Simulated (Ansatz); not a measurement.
C3H4F2O can be A, `CO/C(F)=C/F`, or B, `CC(F)(F)C=O`.

Program: Ansatz. Geometries: PBE0-D4/def2-TZVP. ΔE: electronic, gas phase. CBS: MP2 limit from def2 TZ/QZ plus the TZ coupled-cluster correction, frozen cores. Functionals use def2-TZVPP. Each species was taken in one conformer, which may not be the lowest.

Task: Which is lower in electronic energy at CCSD(T)/CBS, and by how much? (Best estimate.)

Result: Computed: B, by 30.9 kcal/mol.

Task: Give E(B) − E(A) in kcal/mol with CCSD(T)/def2-TZVPP, MP2/def2-TZVPP, PBE0-D4, ωB97M-V, HF/def2-TZVPP, PBE-D4, CCSD/def2-TZVPP. (An estimate is asked.)

Result: Ansatz gave: CCSD(T)/def2-TZVPP -31.2, MP2/def2-TZVPP -32.4, PBE0-D4 -28.3, ωB97M-V -30.3, HF/def2-TZVPP -31.7, PBE-D4 -27.4, CCSD/def2-TZVPP -31.3. None reverses the order clearly.

Largest T1 diagnostic: 0.013.

From PBE to PBE0 (25 % exact exchange), in def2-TZVPP and without D4, E(B) − E(A) moves by −1.0 kcal/mol.
